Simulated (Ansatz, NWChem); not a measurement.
Errors in the atomisation enthalpy at 298 K

6 molecules with nitrogen; the atomisation enthalpy at 298 K in kJ/mol, computed less measured. Shapes, held fixed at every level: PBE0-D4/def2-TZVP. Flexible molecules stand in one conformer, not always the lowest. Thermal terms are harmonic and unscaled (PBE0-D4/def2-TZVP); the spin-orbit lowering of the free atoms is taken from their spectra. Programs: Ansatz 0.2.0, NWChem 7.3.0. A level may come from different programs for different species; with the same settings they agree closely. Measured values: Active Thermochemical Tables, CRC Handbook of Chemistry and Physics, NIST-JANAF tables.

Levels: A = HF/3-21G; B = CAM-B3LYP/cc-pVDZ; C = wB97X/cc-pVDZ; D = MP2/cc-pVDZ; E = MP2/def2-SVP.

```tsv
molecule	from tabulated heats	A	B	C	D	E
C2F3N (cyanotrifluoromethane)	2640	-1261	-12	-28	-120	+3
C3H5N (isocyanoethane)	3571	-1229	-59	-67	-244	-128
CH6N2 (methylhydrazine)	2875	-1230	-38	-57	-286	-207
C2H7N (dimethylamine)	3448	-1144	-39	-55	-269	-179
C2H7N (ethanamine)	3480	-1152	-45	-58	-269	-179
C2H8N2 (1,2-dimethylhydrazine)	4030	-1556	-50	-70	-360	-246
```

Problem. Sum up the errors.

Solution. 
| level | kind | mean error | mean absolute error | worst case |
| --- | --- | --- | --- | --- |
| HF/3-21G | Hartree–Fock | -1262.0 | 1262.0 | C2H8N2 |
| CAM-B3LYP/cc-pVDZ | range-separated hybrid | -40.5 | 40.5 | C3H5N |
| wB97X/cc-pVDZ | range-separated hybrid | -55.8 | 55.8 | C2H8N2 |
| MP2/cc-pVDZ | perturbation theory | -258.0 | 258.0 | C2H8N2 |
| MP2/def2-SVP | perturbation theory | -156.0 | 157.0 | C2H8N2 |

On this set CAM-B3LYP/cc-pVDZ has the smallest mean absolute error and HF/3-21G the largest. HF/3-21G is too low in 6 of 6; CAM-B3LYP/cc-pVDZ is too low in 6 of 6; wB97X/cc-pVDZ is too low in 6 of 6; MP2/cc-pVDZ is too low in 6 of 6; MP2/def2-SVP is too low in 5 of 6. The heats of C2F3N (cyanotrifluoromethane) come from older tables and can be uncertain by 10 kJ/mol or more. Heats of the atoms come from ATcT where it has them. The levels differ in basis as well as in method. A functional in a double-zeta set wins here by errors that cancel. For CAM-B3LYP/cc-pVDZ and wB97X/cc-pVDZ the error tends to grow with the atomisation enthalpy. Hartree–Fock lacks correlation and underbinds. Correlated wave functions converge slowly with the basis. The set is small.
